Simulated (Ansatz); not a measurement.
in.yaml

```yaml
crystal:
  periodic: [false, false, false]
  atoms:
    - {symbol: Mg, position_ang: [0.000000, 0.000000, 0.562572]}
    - {symbol: Mg, position_ang: [0.000000, 0.000000, -3.357453]}
    - {symbol: H, position_ang: [0.000000, 0.000000, 2.794881]}
basis:
  gaussian: {orbitals: pcseg-2}
magnetization: {spin_polarized: false, initial_magnetization: 1}
correlation: {method: ccsdt_q, electrons: outside_noble_gas}
scf: {lower_state_search: off}
```

```sh
$ ansatz run in.yaml --threads 1 --pin off --events-out ev --progress --plain --max-ram 2393MiB
```

The program prints:

```
these checks for a lower state are left out or cut short: stability, starts, cluster_reference, orbital_swaps, neighbouring_geometries, increment
697 factors; integrals over basis functions are off by at most 2.3e-7 eV
mean field evaluation 1: about -10876.4653 eV, gradient 4.7e0 eV
mean field evaluation 2: about -10876.4747 eV, gradient 4.7e0 eV
mean field evaluation 4: about -10876.8966 eV, gradient 1.0e0 eV
mean field evaluation 8: about -10876.9925 eV, gradient 1.9e-1 eV
mean field -10876.99346751 eV, -399.7221372401 hartree, gradient 7.7e-7 eV, S^2 0.750000; 0 other end points of the search recorded, 0 dependent functions left out
10 core orbitals not correlated: weight in the atoms' cores, before any rotation towards them, 1.000 or more for the frozen orbitals, at most 0.000 for the correlated occupied ones
reference -10876.99346751 eV, -399.7221372401 hartree; 3, 2 occupied and 39, 40 virtual orbitals, 697 factors
second order -1.42252352 eV of doubles, -0.03546904 eV of singles
cycle   1  -1.83412915 eV  change   -3.7e-1 eV  update   8.9e-2
cycle   2  -2.13927927 eV  change   -3.1e-1 eV  update   4.9e-2
cycle   3  -2.16510610 eV  change   -2.6e-2 eV  update   2.2e-2
cycle   4  -2.19446230 eV  change   -2.9e-2 eV  update   1.4e-2
cycle   5  -2.20546674 eV  change   -1.1e-2 eV  update   6.8e-3
cycle   6  -2.20385793 eV  change    1.6e-3 eV  update   2.8e-3
cycle   7  -2.20355279 eV  change    3.1e-4 eV  update   1.4e-3
cycle   8  -2.20485156 eV  change   -1.3e-3 eV  update   6.5e-4
cycle   9  -2.20501255 eV  change   -1.6e-4 eV  update   3.5e-4
cycle  10  -2.20473738 eV  change    2.8e-4 eV  update   1.9e-4
cycle  11  -2.20479363 eV  change   -5.6e-5 eV  update   1.1e-4
cycle  12  -2.20484074 eV  change   -4.7e-5 eV  update   6.3e-5
cycle  13  -2.20489603 eV  change   -5.5e-5 eV  update   3.7e-5
cycle  14  -2.20490434 eV  change   -8.3e-6 eV  update   2.1e-5
cycle  15  -2.20488595 eV  change    1.8e-5 eV  update   1.2e-5
cycle  16  -2.20488091 eV  change    5.0e-6 eV  update   5.5e-6
cycle  17  -2.20488021 eV  change    7.0e-7 eV  update   2.9e-6
cycle  18  -2.20488194 eV  change   -1.7e-6 eV  update   1.7e-6
cycle  19  -2.20488336 eV  change   -1.4e-6 eV  update   7.7e-7
cycle  20  -2.20488421 eV  change   -8.5e-7 eV  update   4.5e-7
cycle  21  -2.20488419 eV  change    2.8e-8 eV  update   2.3e-7
perturbative correction -0.00083033 eV, -0.0000305141 hartree
Total energy: -10879.19918203 eV, -399.8031957536 hartree
Checks for a lower state left out: stability, starts, cluster_reference, orbital_swaps, neighbouring_geometries, increment
```

The T1 diagnostic is 0.061.

Ran on 1 thread of Arm Neoverse V1, shared host: 11 s wall, 0.18 GiB peak host memory.
